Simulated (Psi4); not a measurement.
**SiNH4O (SMILES [O]N[SiH3]): UMP3/def2-SVPD**

What is the vertical ionisation energy of SiNH4O at UMP3/def2-SVPD? 

Program for the calculation: Psi4 1.11.

**1. Starting point**

The species is SiNH4O (7 atoms), meant as a doublet with charge 0. SMILES: `[O]N[SiH3]`. The shape is that of a GFN2-xTB optimisation.

Bond lengths: O1–N2 1.283 Å, N2–Si3 1.756 Å, N2–H4 1.022 Å, Si3–H5 1.462 Å, Si3–H6 1.460 Å, Si3–H7 1.460 Å. Angles: O1–N2–Si3 120.5°, O1–N2–H4 114.4°, Si3–N2–H4 125.1°, N2–Si3–H5 101.4°, N2–Si3–H6 107.6°, N2–Si3–H7 107.6°, H5–Si3–H6 113.9°, H5–Si3–H7 113.9°, H6–Si3–H7 111.5°.

**2. The energy at UMP3/def2-SVPD**

File h4nosi.xyz:

```xyz
7
H4NOSi
O     -0.319550    -1.681360     0.963970
N     -0.466220    -0.878510    -0.025620
Si     0.335030     0.684380    -0.030540
H     -1.070320    -1.232130    -0.770820
H     -0.101510     1.229980    -1.314450
H     -0.150000     1.433580     1.125080
H      1.772560     0.444060     0.052370
```

File job.py:

```python
import psi4

psi4.set_memory(1600000000)
psi4.set_num_threads(1)
psi4.core.set_output_file('psi4.out', False)

with open('h4nosi.xyz') as f:
    atoms = ''.join(f.readlines()[2:])
geom = psi4.geometry('0 2\n' + atoms + 'symmetry c1')

psi4.set_options({
    'basis': 'def2-SVPD',
    'reference': 'uhf',
    'puream': True,
    'e_convergence': 1e-09,
    'd_convergence': 1e-08,
    'scf_type': 'pk',
    'num_frozen_docc': 7,
    'maxiter': 200,
    'mp_type': 'conv',
})

result, w = psi4.energy("mp3", molecule=geom, return_wfn=True)
print('E =', round(result, 9))
```

Launch:

```
$ python job.py
```

psi4.out, cut to the lines that bear on the results:

```text
[...]
  Running in c1 symmetry.
[...]
  Nuclear repulsion =  108.348355561687896
[...]
  Multiplicity = 2
[...]
  Nalpha       = 17
  Nbeta        = 16
[...]
    Number of basis functions: 99
[...]
   @UHF iter   1:  -420.21885989406087   -6.59790e-01   3.86551e-03 ADIIS/DIIS
[...]
   @UHF iter  16:  -420.32535859963650   -1.98952e-12   5.94079e-09 DIIS
[...]
   @S^2 Observed:                7.675008285E-01
[...]
    Orbital Energies [Eh]
    ---------------------
    Alpha Occupied:
       1A    -68.787840     2A    -20.617662     3A    -15.632204
       4A     -6.154653     5A     -4.265639     6A     -4.265114
       7A     -4.264721     8A     -1.458637     9A     -1.044792
      10A     -0.780206    11A     -0.699236    12A     -0.698722
      13A     -0.625976    14A     -0.514883    15A     -0.510584
      16A     -0.473529    17A     -0.403603
    Alpha Virtual:
      18A      0.082595    19A      0.102567    20A      0.143470
      21A      0.146589    22A      0.151298    23A      0.171710
      24A      0.194330    25A      0.201950    26A      0.218293
[...]
  @UHF Final Energy:  -420.32535859963650
   => Energetics <=
    Nuclear Repulsion Energy =            108.3483555616878959
    One-Electron Energy =                -795.8685970418492843
    Two-Electron Energy =                 267.1948828805249150
    Total Energy =                       -420.3253585996365018
  UHF NO Occupations:
  HONO-2 :   15  A 1.9984786
  HONO-1 :   16  A 1.9940172
[...]
 Multipole Moments:
 ------------------------------------------------------------------------------------
     Multipole            Electronic (a.u.)      Nuclear  (a.u.)        Total (a.u.)
 ------------------------------------------------------------------------------------
 L = 1.  Multiply by 2.5417464519 to convert [e a0] to [Debye]
 Dipole X            :         -0.6227779            0.5399628           -0.0828151
 Dipole Y            :         -2.1910876            2.8726710            0.6815834
 Dipole Z            :          0.8887306           -1.6558487           -0.7671181
 Magnitude           :                                                    1.0295069
[...]
	SCS-MP2 Total Energy (a.u.)        :  -420.77164578735562
	SOS-MP2 Total Energy (a.u.)        :  -420.77043058834278
[...]
	SOS-PI-MP2 Total Energy (a.u.)     :  -420.80466689516635
[...]
	MP2 Total Energy (a.u.)            :  -420.77407618538126
[...]
	SCS-MP3 Total Energy (a.u.)        :  -420.77864065745371
[...]
	MP3 Total Energy (a.u.)            :  -420.80205566577371
[...]
```

On the terminal:

```text
E = -420.802055666
```

Run time: 25 s. Hardware: 1 thread of Intel Xeon Platinum 8259CL at 2.50GHz (Skylake/Cascade Lake), shared host; peak memory 0.95 GiB.

**3. The singlet cation, same level**

File h4nosi.inp:

```
memory 1600 MB

molecule m {
  1 1
  O
  N 1 R2
  Si 2 R3 1 A3
  H 2 R4 1 A4 3 D4
  H 3 R5 2 A5 4 D5
  H 3 R6 5 A6 2 D6
  H 3 R7 6 A7 5 D7

  R2 = 1.282719
  R3 = 1.756317
  A3 = 120.46169
  R4 = 1.022403
  A4 = 114.41794
  D4 = -179.96555
  R5 = 1.461736
  A5 = 101.44125
  D5 = -0.32226
  R6 = 1.460141
  A6 = 113.85606
  D6 = -115.2984
  R7 = 1.459836
  A7 = 111.50748
  D7 = 130.59615
  symmetry c1
}

set {
  basis def2-SVPD
  reference rhf
  puream true
  e_convergence 1e-09
  d_convergence 1e-08
  scf_type pk
  num_frozen_docc 7
  mp_type conv
}

E, wfn = energy('mp3', return_wfn=True)
print_variables()
```

Launch:

```
$ psi4 -i h4nosi.inp -o h4nosi.out -n 1
```

h4nosi.out, cut to the lines that bear on the results:

```text
[...]
  Running in c1 symmetry.
[...]
  Nuclear repulsion =  108.348369013809616
[...]
  Multiplicity = 1
[...]
  Nalpha       = 16
  Nbeta        = 16
[...]
    Number of basis functions: 99
[...]
   @RHF iter   1:  -419.86182946990687   -3.02758e-01   4.31226e-03 ADIIS/DIIS
[...]
   @RHF iter  12:  -419.98040284586898   -4.88853e-12   4.62977e-09 DIIS
[...]
    Orbital Energies [Eh]
    ---------------------
    Doubly Occupied:
       1A    -69.009647     2A    -20.999439     3A    -16.035286
       4A     -6.380165     5A     -4.492142     6A     -4.489054
       7A     -4.489050     8A     -1.778896     9A     -1.350482
      10A     -1.100883    11A     -1.018133    12A     -0.886222
      13A     -0.881095    14A     -0.797002    15A     -0.714919
      16A     -0.704751
[...]
  @RHF Final Energy:  -419.98040284586898
   => Energetics <=
    Nuclear Repulsion Energy =            108.3483690138096165
    One-Electron Energy =                -786.4032114440854002
    Two-Electron Energy =                 258.0744395844068322
    Total Energy =                       -419.9804028458689800
[...]
 Multipole Moments:
 ------------------------------------------------------------------------------------
     Multipole            Electronic (a.u.)      Nuclear  (a.u.)        Total (a.u.)
 ------------------------------------------------------------------------------------
 L = 1.  Multiply by 2.5417464519 to convert [e a0] to [Debye]
 Dipole X            :          0.0006315           -0.0010842           -0.0004527
 Dipole Y            :          2.1314573           -1.4843196            0.6471378
 Dipole Z            :         -2.3717787            3.0137064            0.6419276
 Magnitude           :                                                    0.9115145
[...]
	SCS-MP2 Total Energy (a.u.)        :  -420.46000186827115
	SOS-MP2 Total Energy (a.u.)        :  -420.45978675549981
[...]
	SOS-PI-MP2 Total Energy (a.u.)     :  -420.49666244085603
[...]
	MP2 Total Energy (a.u.)            :  -420.46043209381372
[...]
	SCS-MP3 Total Energy (a.u.)        :  -420.46343806402706
[...]
	MP3 Total Energy (a.u.)            :  -420.47417687683736
[...]
```

Wall time 13 s (1 thread of Intel Xeon Platinum 8259CL at 2.50GHz (Skylake/Cascade Lake), shared host); peak memory 0.9 GiB.

**4. What came out**

At UMP3/def2-SVPD, 7 core orbitals frozen:

| quantity | value |
| --- | --- |
| doublet SiNH4O: total energy | -420.80206 Eh |
| doublet SiNH4O: HOMO energy (Hartree–Fock orbitals) (highest over α and β) | -10.98 eV |
| doublet SiNH4O: LUMO energy (Hartree–Fock orbitals) (lowest over α and β) | 2.25 eV |
| doublet SiNH4O: correlation energy (7 core orbitals frozen) | -476.7 mEh |
| doublet SiNH4O: ⟨S²⟩ of the reference determinant | 0.768 |
| singlet cation: total energy | -420.47418 Eh |
| singlet cation: HOMO energy (Hartree–Fock orbitals) | -19.18 eV |
| singlet cation: LUMO energy (Hartree–Fock orbitals) | -7.35 eV |
| singlet cation: HOMO–LUMO gap (Hartree–Fock orbitals) | 11.83 eV |
| singlet cation: correlation energy (7 core orbitals frozen) | -493.8 mEh |
| vertical ionisation energy (to the singlet cation) | 8.922 eV |

**Reading.** The vertical ionisation energy comes to 8.92 eV (861 kJ/mol). Only the singlet of the ionised species was computed; a triplet could lie lower.
